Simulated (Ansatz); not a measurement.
System: diamond-structure Si. Method: Hartree–Fock (plane waves, PAW; Ansatz, a program for electronic structure).

Run with plane-wave cutoff 520 eV, 8×8×8 k mesh, scalar-relativistic PAW data made under PBE.

Computed at the level's own relaxed cell.

```
Si
1.0
    0.00000     2.75292     2.75292
    2.75292     0.00000     2.75292
    2.75292     2.75292     0.00000
Si
2
Cartesian
  2.75292   2.75292   2.75292
  4.12938   4.12938   4.12938
```

**Question.** Give the elastic tensor (Voigt notation, GPa, ions relaxed, in the Cartesian axes of the cell as printed).

**Answer.** 
```
  193.7    59.4    59.4     0.0     0.0     0.0
   59.4   193.7    59.4     0.0     0.0     0.0
   59.4    59.4   193.7     0.0     0.0     0.0
    0.0     0.0     0.0    99.3     0.0     0.0
    0.0     0.0     0.0     0.0    99.3     0.0
    0.0     0.0     0.0     0.0     0.0    99.3
```

Measured, for comparison: elastic constant C11 168 GPa, elastic constant C12 64.9 GPa, elastic constant C44 80.2 GPa (low temperature, zero-point motion not removed; as tabulated in Tanner et al. (2021), arXiv:2110.11888). Computed (rounded) less measured: elastic constant C11 +15 %, elastic constant C12 -8 %, elastic constant C44 +24 %.

The computed numbers hold no vibrational or temperature effects.
